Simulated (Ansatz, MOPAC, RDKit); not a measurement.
System: acetonitrile, C2H3N, net charge 0, singlet state. SMILES: CC#N

Atoms: C1, C2, N3, H4, H5, H6. Bonds: C1-C2, C1-H4, C1-H5, C1-H6, C2-N3.

Bond lengths (Å) and angles (degrees) optimised at UFF with RDKit; AM1 with MOPAC; HF/6-31G* with Ansatz (a program for electronic structure); PBE/6-31G* with Ansatz, each started from the B3LYP-D3(BJ)/def2-TZVP structure (Ansatz) of the last column. A row stands for all coordinates that are equal there. 6-31G* holds six Cartesian d functions. No wavenumbers were computed at UFF, PBE/6-31G*, so these may be saddle points.

```tsv
coordinate	UFF	AM1	HF/6-31G*	PBE/6-31G*	B3LYP-D3(BJ)/def2-TZVP
C1-C2	1.463	1.439	1.468	1.460	1.454
C1-H4	1.109	1.120	1.082	1.103	1.090
C2-N3	1.157	1.163	1.135	1.173	1.149
C1-C2-N3	180.0	180.0	180.0	180.0	180.0
C2-C1-H4	109.5	110.1	109.8	110.5	110.1
H4-C1-H5	109.5	108.8	109.1	108.5	108.8
```

Mean signed difference of all 5 bond lengths from B3LYP-D3(BJ)/def2-TZVP: UFF 0.015 Å, AM1 0.018 Å, HF/6-31G* -0.005 Å, PBE/6-31G* 0.013 Å.
